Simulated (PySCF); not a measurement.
## Identify the compound

Molecular formula: C₄H₉F. Simulated spectra:

¹H NMR (600 MHz, computed): δ 4.43 (dd, J = 54.8, 1.9 Hz, 2H), 1.74 (d of sept of t, J = 34.6, 7.7, 1.9 Hz, 1H), 1.05 (d, J = 7.7 Hz, 6H).

¹³C{¹H} NMR (computed): δ 92.6 (CH2, d, J = 235.2 Hz), 36.8 (CH, d, J = 20.3 Hz), 20.1 (CH3, d, J = 4.1 Hz).

Method: KT2/pcSseg-2 with gauge-including orbitals, J couplings at B3LYP/pcJ-1 (spin–dipole term only in couplings to heteroatoms), PBE0-D3(BJ)/def2-SVP structure, in PySCF 2.14 (no relativistic terms, no solvent model, one computed conformer, one averaged value for each set of equivalent atoms).

Chemical shifts δ = σref − σ; TMS for ¹H, ¹³C, all at this level.

Task: What is the structure?

Result: 
Rings plus π bonds: 0. 3 carbon signals for 4 carbons: some carbons are equivalent by symmetry or fast rotation. Carbon types of the structure: 1 × CH, 1 × CH2, 2 × CH3, which accounts for all hydrogens. δC 92.6: sp3 CH2 bonded to F; deshielded by the electronegative neighbour. δC 36.8: sp3 CH; saturated and bonded to C and H only. δC 20.1: methyl carbon; a saturated carbon with 1 carbon neighbour and no heteroatom attached. δH 4.43: hydrogen on an sp3 CH2 bonded to F; its carbon carries F, which withdraws density. δH 1.74: hydrogen on an sp3 CH. δH 1.05: hydrogen on a methyl carbon; far from electronegative atoms and π systems. The protons at 1.05 and 1.74 share a coupling of 7.7 Hz (vicinal).

Structure: `CC(C)CF`.

This is the structure that produced the data.

Common functionals overestimate the size of one-bond C–F couplings by tens of Hz; these are unscaled. Splittings below 1 Hz are ignored in the labels, and close J values are merged. Unscaled 3J(H,H) at this level run about 10 % above measured values. Shifts are as computed. Against solution values, carbons near 30 ppm lie about +3 ppm off and those near 130 ppm about -1 ppm. Of 1211 compounds with measured shifts, 218 miss one by over three times the rms of a fit or turn the order of signals round; such compounds aren't used in these exercises. Only one conformer was computed, so three-bond couplings in flexible chains and rings are approximate.
